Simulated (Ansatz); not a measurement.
**Isomers**

Structures of B2H3O, doublet, relaxed at PBE0-D4/def2-TZVP (vibrations not checked; lower isomers may exist, and structures with a doubtful reference or unclear bonds are left out). Ansatz 0.2.0; basis: def2-TZVPP; cores frozen in the correlated methods; orbitals are unrestricted. B3LYP uses VWN-RPA correlation.

Problem. Rank them by CCSD(T) energy, lowest first, and give each one's height above the lowest. Links in brackets join atoms within 1.22 times the sum of their covalent radii (1.1 for two metals). (An estimate is asked for; the value comes from the calculation.)
A.
B₂H₃O ([BH][O][BH2])
```
6
angstrom
B -1.3129 -0.8569 -0.3810
O -0.2850 -0.1133 -0.0767
B 0.6881 0.7638 0.2262
H -1.2812 -2.0518 -0.4742
H 1.3363 1.2154 -0.6706
H 0.8547 1.0428 1.3763
```
B.
a complex of B₂HO ([B][O][BH]) + H₂
```
6
angstrom
B -0.4503 -0.5304 -0.0187
O 0.0099 0.6366 0.3121
B 0.3879 1.9161 0.4718
H -1.5061 -3.3854 -0.7940
H -1.7540 -4.0663 -0.9788
H 1.0664 2.2747 1.3887
```
C.
B₂H₃O ([BH][BH][OH])
```
6
angstrom
B -1.1191 -0.0995 -0.4841
B 0.4185 0.1650 -0.1397
O 1.2118 -0.0608 0.9470
H -2.2162 -0.2174 -0.9071
H 0.9496 0.6859 -1.0989
H 0.7555 -0.4732 1.6827
```

Solution. By the calculation: A (0.000 eV), C (1.037 eV), B (2.515 eV). Heights count from the lowest.

Problem. Do PBE-D4, r2SCAN-D4, PBE0-D4, B3LYP-D4, wB97M-V, HF, MP2 give the same order? (A judgement: the text doesn't fix the answer.)

Solution. By the calculation: All do.

No T1 diagnostic of these runs exceeds 0.021. ⟨S²⟩ of the unrestricted Hartree–Fock references: 0.75 to 0.76 (a pure state has 0.75).

For scale, one of the runs: CCSD(T)/def2-TZVPP, 135 basis functions, launched by `ansatz run in.yaml --threads 2 --pin off --events-out ev --progress --plain --max-ram 4352MiB`. Time: 23 s of wall clock on 2 CPU threads of an Intel Xeon; the host was shared. Peak host memory: 1.8 GiB.
